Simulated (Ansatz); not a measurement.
# BClH4Si (SMILES B[SiH2]Cl): one structure at several levels

Aim: energy, forces and dipole at a structure displaced at random from a GFN2-xTB minimum, from CCSD(T) and from density functionals.

Computed with Ansatz 0.2.0, Gaussian basis. Level: single points in def2-TZVPP.

Cores are frozen in the correlated methods.

### 1 The starting structure

SMILES `B[SiH2]Cl`, 7 atoms, charge 0, spin multiplicity 1.

Atoms are counted from 1 here; the program's logs count them from 0.

Bond lengths: B1–Si2 2.062 Å, B1–H4 1.177 Å, B1–H5 1.182 Å, Si2–Cl3 2.020 Å, Si2–H6 1.403 Å, Si2–H7 1.432 Å. Angles: Si2–B1–H4 117.7°, Si2–B1–H5 117.0°, H4–B1–H5 123.1°, B1–Si2–Cl3 110.0°, B1–Si2–H6 115.7°, B1–Si2–H7 119.4°, Cl3–Si2–H6 103.7°, Cl3–Si2–H7 101.9°, H6–Si2–H7 104.2°.

Coordinates:

```xyz
7

B    -1.0559    0.0971   -0.7801
Si    0.5921   -0.1312    0.4387
Cl    1.8247    1.4566    0.2400
H    -1.6621   -0.8698   -1.0665
H    -1.4947    1.1890   -0.8887
H     0.3282   -0.1771    1.8155
H     1.4844   -1.2288    0.2151
```

### 2 CCSD(T)/def2-TZVPP

run/in.yaml

```yaml
crystal:
  periodic: [false, false, false]
  atoms:
    - {symbol: B, position_ang: [-1.055900, 0.097100, -0.780100]}
    - {symbol: Si, position_ang: [0.592100, -0.131200, 0.438700]}
    - {symbol: Cl, position_ang: [1.824700, 1.456600, 0.240000]}
    - {symbol: H, position_ang: [-1.662100, -0.869800, -1.066500]}
    - {symbol: H, position_ang: [-1.494700, 1.189000, -0.888700]}
    - {symbol: H, position_ang: [0.328200, -0.177100, 1.815500]}
    - {symbol: H, position_ang: [1.484400, -1.228800, 0.215100]}
basis:
  gaussian: {orbitals: def2-TZVPP}
correlation: {method: ccsd_t}
output: {forces: true}
```

No record of the launch command was kept for these runs.

### 3 PBE0-D4/def2-TZVPP

run/in.yaml: that of step 2 with these lines changed.

```diff
@@ -12,3 +12,3 @@
   gaussian: {orbitals: def2-TZVPP}
-correlation: {method: ccsd_t}
-output: {forces: true}
+hamiltonian: {xc: pbe0, dispersion: d4}
+output: {forces: true, orbitals: {seedname: orbitals}}
```

### 4 wB97M-V/def2-TZVPP

run/in.yaml: that of step 3 with these lines changed.

```diff
@@ -12,3 +12,3 @@
   gaussian: {orbitals: def2-TZVPP}
-hamiltonian: {xc: pbe0, dispersion: d4}
-output: {forces: true, orbitals: {seedname: orbitals}}
+hamiltonian: {xc: {name: wB97M-V}}
+output: {forces: true}
```

### 5 r2SCAN-D4/def2-TZVPP

run/in.yaml: that of step 4 with these lines changed.

```diff
@@ -12,3 +12,3 @@
   gaussian: {orbitals: def2-TZVPP}
-hamiltonian: {xc: {name: wB97M-V}}
+hamiltonian: {xc: r2scan, dispersion: d4}
 output: {forces: true}
```

### 6 PBE-D4/def2-TZVPP

run/in.yaml: that of step 5 with these lines changed.

```diff
@@ -12,3 +12,3 @@
   gaussian: {orbitals: def2-TZVPP}
-hamiltonian: {xc: r2scan, dispersion: d4}
+hamiltonian: {xc: pbe, dispersion: d4}
 output: {forces: true}
```

### 7 wB97X-V/def2-TZVPP

run/in.yaml: that of step 6 with these lines changed.

```diff
@@ -12,3 +12,3 @@
   gaussian: {orbitals: def2-TZVPP}
-hamiltonian: {xc: pbe, dispersion: d4}
+hamiltonian: {xc: {name: wB97X-V}}
 output: {forces: true}
```

### 8 CAM-B3LYP-D4/def2-TZVPP

run/in.yaml: that of step 7 with these lines changed.

```diff
@@ -12,3 +12,3 @@
   gaussian: {orbitals: def2-TZVPP}
-hamiltonian: {xc: {name: wB97X-V}}
+hamiltonian: {xc: {name: CAM-B3LYP}, dispersion: d4}
 output: {forces: true}
```

(Steps that only read results are left out.)

Before running it: what results should come out? Wanted: energy less free atoms, CCSD(T)/def2-TZVPP; RMS force component; RMS force error; HOMO and LUMO, PBE0-D4; T1 diagnostic.

**Answer**, as computed:

| quantity | value |
| --- | --- |
| energy less free atoms, CCSD(T)/def2-TZVPP | -20.978 eV |
| RMS force component | 0.739 to 0.862 eV/Å over the methods |
| RMS force error | PBE0-D4 0.075, wB97M-V 0.057, r2SCAN-D4 0.065, PBE-D4 0.141, wB97X-V 0.045, CAM-B3LYP-D4 0.051 eV/Å |
| HOMO and LUMO, PBE0-D4 | -8.18 and -2.90 eV |
| T1 diagnostic | 0.009 |

In words: Against CCSD(T) the functionals' energies less atoms differ by -0.768 to -0.469 eV, PBE-D4 by -0.469 eV. A larger basis would deepen the CCSD(T) value, while the functionals are nearly converged already, so the order here is not reliable. For forces wB97X-V does best and PBE-D4 worst. Frozen-core CCSD(T) forces in triple zeta carry basis errors of their own, and this is one geometry, so small gaps rank nothing.
